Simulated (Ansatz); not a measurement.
Start from `C=C(O)CC=O` and change one atom or group to get `C=C(O)CCl`.

Ansatz, PBE0-D4/def2-TZVP geometries, multiplicity 1. Each molecule was computed in one conformer, which needn't be the lowest.

```
                                          property  `C=C(O)CC=O`
                 HOMO energy (PBE/def2-TZVPP) / eV         -5.58
                LUMO energy (PBE0/def2-TZVPP) / eV         -0.80
size of the dipole moment (ωB97M-V/def2-TZVPP) / D          3.24
                HOMO energy (PBE0/def2-TZVPP) / eV         -6.88
           HOMO–LUMO gap (ωB97M-V/def2-TZVPP) / eV         10.64
              HOMO–LUMO gap (PBE0/def2-TZVPP) / eV          6.09
```

Question: Give the same properties after the change, and the shifts. (Best estimate.)

Answer: Ansatz gave: 
```json
{"property": "HOMO energy (PBE/def2-TZVPP) / eV", "`C=C(O)CCl`": "-5.87", "shift": "-0.29"}
{"property": "LUMO energy (PBE0/def2-TZVPP) / eV", "`C=C(O)CCl`": "-0.16", "shift": "0.64"}
{"property": "size of the dipole moment (ωB97M-V/def2-TZVPP) / D", "`C=C(O)CCl`": "2.38", "shift": "-0.86"}
{"property": "HOMO energy (PBE0/def2-TZVPP) / eV", "`C=C(O)CCl`": "-7.08", "shift": "-0.20"}
{"property": "HOMO–LUMO gap (ωB97M-V/def2-TZVPP) / eV", "`C=C(O)CCl`": "11.29", "shift": "0.65"}
{"property": "HOMO–LUMO gap (PBE0/def2-TZVPP) / eV", "`C=C(O)CCl`": "6.92", "shift": "0.83"}
```

With PBE0 the HOMO falls by 0.20 eV and the LUMO rises by 0.64 eV, so the gap widens by about 0.84 eV. PBE moves the HOMO by -0.29 eV and ωB97M-V by -0.16 eV. Dipoles are sizes alone; their direction can turn.
